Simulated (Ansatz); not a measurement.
**TiCo$_{2}$: computed properties**

Level of theory: Ansatz, DFT PBEsol, scalar-relativistic, plane waves, PAW.

Cutoff 420 eV; k points 12×12×4 on the computed 24-atom cell (Γ-centred); Gaussian smearing, width 0.10 eV; collinear spin from starting moments -0.11 -0.11 -0.11 -0.11 -0.12 -0.12 -0.12 -0.12 0.41 0.41 0.41 0.41 0.28 0.28 0.28 0.28 0.28 0.28 0.4 0.4 0.4 0.4 0.4 0.4 μB.

The structure is relaxed at this level of theory with its symmetry kept. Whether it is the stable form of this composition wasn't checked.

```cif
data_structure
_symmetry_space_group_name_H-M 'P6_3/mmc'
_symmetry_Int_Tables_number 194
_cell_length_a 4.6411
_cell_length_b 4.6411
_cell_length_c 15.1054
_cell_angle_alpha 90.000
_cell_angle_beta 90.000
_cell_angle_gamma 120.000
_cell_volume 281.77
loop_
_atom_site_label
_atom_site_type_symbol
_atom_site_symmetry_multiplicity
_atom_site_Wyckoff_symbol
_atom_site_fract_x
_atom_site_fract_y
_atom_site_fract_z
_atom_site_occupancy
Ti1 Ti 4 e 0.00000 0.00000 0.90837 1
Ti2 Ti 4 f 0.66667 0.33333 0.15579 1
Co1 Co 4 f 0.66667 0.33333 0.87363 1
Co2 Co 6 g 0.50000 0.00000 0.00000 1
Co3 Co 6 h 0.83684 0.67368 0.75000 1
```

* Space group: P6_3/mmc (No. 194)
* Volume per atom: 11.74 Å³
* Formation energy from the elements' standard states (uncorrected): -0.352 eV/atom
* Kohn–Sham band gap: none (metal)
* Density of states at the Fermi level: 33.86 states/eV per cell
* Löwdin character within 0.5 eV of the Fermi level: Co 3d 63 %, Ti 3d 29 %
* Total moment: 4.03 μB per cell
* Site moments (μB; atoms counted from 1 over the whole cell): Ti (atom 1) -0.10, Ti (atom 2) -0.10, Ti (atom 3) -0.10, Ti (atom 4) -0.10, Ti (atom 5) -0.11, Ti (atom 6) -0.11, Ti (atom 7) -0.11, Ti (atom 8) -0.11, Co (atom 9) 0.37, Co (atom 10) 0.37, Co (atom 11) 0.37, Co (atom 12) 0.37, Co (atom 13) 0.25, Co (atom 14) 0.25, Co (atom 15) 0.25, Co (atom 16) 0.25, Co (atom 17) 0.25, Co (atom 18) 0.25, Co (atom 19) 0.37, Co (atom 20) 0.37, Co (atom 21) 0.37, Co (atom 22) 0.37, Co (atom 23) 0.37, Co (atom 24) 0.37

Only this magnetic start was tried.

Cost: 1 run of about 35 core-minutes, on Intel Xeon Platinum 8375C (Ice Lake) (shared hosts).